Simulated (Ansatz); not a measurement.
Species: H$_{3}$Si, SMILES `[SiH3]` (charge 0, multiplicity 2).

Problem. Give a relaxed geometry from B3LYP-D3(BJ)/def2-TZVP (Ansatz, a quantum-chemistry and plane-wave program).

Solution. the end point of this relaxation (outside a Z-matrix the atoms follow the SMILES, hydrogens last).
Cartesian coordinates (Å) in one orientation:
```xyz
4

Si    -0.001    -0.001     0.341
H     -0.527     1.309    -0.113
H      1.398    -0.197    -0.109
H     -0.869    -1.111    -0.120
```
